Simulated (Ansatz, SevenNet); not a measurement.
## How well does each level of theory give the elastic constant C33 of wurtzite CdS?

Reference value: 94.8 GPa (measured, temperature not stated, no zero-point or thermal correction; as tabulated in Oses et al. (2018), arXiv:1811.08464).

| level (code) | value (GPa) | cell (Å³/atom) |
|---|---|---|
| SevenNet-0 | 83.6 | 26.27 |
| PBE (Ansatz) | 85.9 | 26.03 |
| r²SCAN (Ansatz) | 92.6 | 25.40 |
| B3LYP (VWN-RPA form) (Ansatz) | (withheld) | 26.63 |
| Hartree–Fock (Ansatz) | 92.2 | 27.52 |

Some entries are withheld; supply them.


- B3LYP (VWN-RPA form) (Ansatz, a quantum-chemistry and plane-wave program), value (GPa): 89.9

Differences against the reference: SevenNet-0 -11.8 %, PBE -9.4 %, r²SCAN -2.3 %, B3LYP (VWN-RPA form) -5.2 %, Hartree–Fock -2.7 %.

The reference's temperature isn't stated, so close values are not ranked against it.

The reference isn't brought to a static lattice, while the calculations are for one, so the differences are not the levels' errors alone. A static lattice is as a rule stiffer than a warm one, by over a tenth in soft solids.  Each level is taken at its own relaxed cell. Cutoffs and k meshes differ between the levels. Ansatz's density-functional and Hartree–Fock values are scalar-relativistic unless marked +SOC, with PAW data made under PBE.

Machine-learned potentials (SevenNet-0) are trained on DFT data: a solid inside that data is no test of them.

Differences are worked out from the printed values.
